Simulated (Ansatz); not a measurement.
System: CH₂F, charge 0, doublet. CH2F (SMILES F[CH2], doublet).
B3LYP-D3(BJ)/def2-TZVP minimum from Ansatz (a first-principles code):
```xyz
4

C     -0.0106     0.4978     0.4277
F      0.0121    -0.4855    -0.4825
H     -0.9803     0.6938     0.8618
H      0.9347     0.6892     0.9145
```
Charge 0, spin multiplicity 2.

Hartree-Fock and MP2 correlation energies in hartree (Ansatz). UHF or UKS for unpaired electrons; spin-orbit terms are left out. Cores are frozen in correlated methods. No relativity.

| basis | X | E(HF) | E(corr, MP2) |
|---|---|---|---|
| cc-pVTZ | 3 | -138.46090 | -0.39804 |
| cc-pVQZ | 4 | -138.47244 | -0.43168 |
| cc-pV5Z | 5 | -138.47566 | withheld |

Fit E(corr) = E∞ + A/X³ to X = 3 and 4, predict X = 5, and compare with the run.

A = (-0.39804 - (-0.43168))/(1/27 - 1/64) = 1.5711; E∞ = -0.43168 - A/64 = -0.45623; at X = 5, E∞ + A/125 = -0.44366. The run gave -0.44551, 1.85 mEh below the prediction. The same form on X = 4 and 5 gives E∞ = -0.46002, 3.79 mEh below the first estimate.
